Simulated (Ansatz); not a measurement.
Molecule: C₂H₅S, charge -1, multiplicity 1. It need not be the lowest isomer of its formula. Whether it binds its extra electron was not tested at this geometry. 
Coordinates optimised at B3LYP-D3(BJ)/def2-TZVP (Ansatz, a program for electronic structure):
```
C
H 1 1.0994
H 1 1.0994 2 105.91
C 1 1.5308 2 108.15 3 -115.74
H 4 1.0933 1 109.87 2 178.34
H 4 1.0933 5 107.10 1 -119.30
H 4 1.1033 5 108.69 6 -117.26
S 1 1.8260 2 110.49 3 119.68
```
Charge -1, spin multiplicity 1.

### Question
Give the harmonic wavenumbers at B3LYP-D3(BJ)/def2-TZVP (Ansatz, finite differences of forces, unscaled).

### Answer
265, 329, 663, 765, 955, 997, 1045, 1257, 1259, 1370, 1467, 1473, 1489, 2913, 2936, 2938, 3035, 3068 cm⁻¹. Zero-point energy 40.3 kcal/mol.

### Question
From these and the geometry, give the ideal-gas thermochemistry at 298.15 K and 1 atm (rigid rotor, harmonic oscillator).

### Answer
Point group Cs, rotational symmetry number 1. Rotational constants 32.03, 5.39, 4.892 GHz. S(trans) 38.25, S(rot) 23.46, S(vib) 3.89, S(elec, spin only) 0.00, S 65.6 cal/(mol K). H(298) - H(0) 3.14 kcal/mol; G - E(el) 23.9 kcal/mol.
